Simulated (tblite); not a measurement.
C3H4N3 (charge -1).
Atom-mapped SMILES: `[CH3:1][c:2]1[cH:3][n:4][n:5][n-:6]1` (hydrogens: H7, H8, H9 on C1; H10 on C3)

Structure optimised with GFN2-xTB, isolated species.

(1) List the bond lengths and angles at this level.

## Answers

(1) 
| bond | length (Å) | order |
| --- | --- | --- |
| C1–C2 | 1.495 | single |
| C2–C3 | 1.390 | aromatic |
| C3–N4 | 1.342 | aromatic |
| N4–N5 | 1.320 | aromatic |
| N5–N6 | 1.319 | aromatic |
| C2–N6 | 1.347 | aromatic |
| C1–H7, C1–H8, C1–H9 | 1.093 | single |
| C3–H10 | 1.082 | single |

Bonds in one row agree within 0.01 Å and their mean is given. Orders are formal, as drawn. A selection of angles:
| angle | degrees |
| --- | --- |
| C2–C1–H7 | 110.7 |
| C2–C1–H8 | 110.1 |
| H7–C1–H8 | 108.8 |
| H7–C1–H9 | 107.7 |
| C1–C2–C3 | 129.5 |
| C1–C2–N6 | 123.8 |
| C3–C2–N6 | 106.7 |
| C2–C3–N4 | 107.6 |
| C2–C3–H10 | 129.8 |
| N4–C3–H10 | 122.5 |
| C3–N4–N5 | 106.8 |
| N4–N5–N6 | 111.7 |
| C2–N6–N5 | 107.2 |

C3 (aromatic CH next to a ring nitrogen) is planar (angles 129.8°, 122.5° and 107.6°, sum 360.0°, 0.00 Å off the plane of its three neighbours). The 6 heavy atoms lie in one plane (0.002 Å rms). The 2 C–C bonds span 1.390 Å (C2–C3, aromatic) to 1.495 Å (C1–C2, drawn single), a spread of 0.105 Å. C2 (substituted aromatic carbon) is planar (angles 129.5°, 123.8° and 106.7°, sum 360.0°, 0.00 Å off the plane of its three neighbours). The 5-membered ring C2–C3–N4–N5–N6 has internal angles of 106.7° to 111.7°; it is planar, 0.00 Å rms from its mean plane, widest ring torsion 0°.

Point group: near Cs, missed by 0.32 Å at most; the miss may be what the optimiser left on a soft mode. GFN2-xTB frequencies show an imaginary mode (28i cm⁻¹), so the point is no minimum at that level.

The numbers are calculated, not measured.
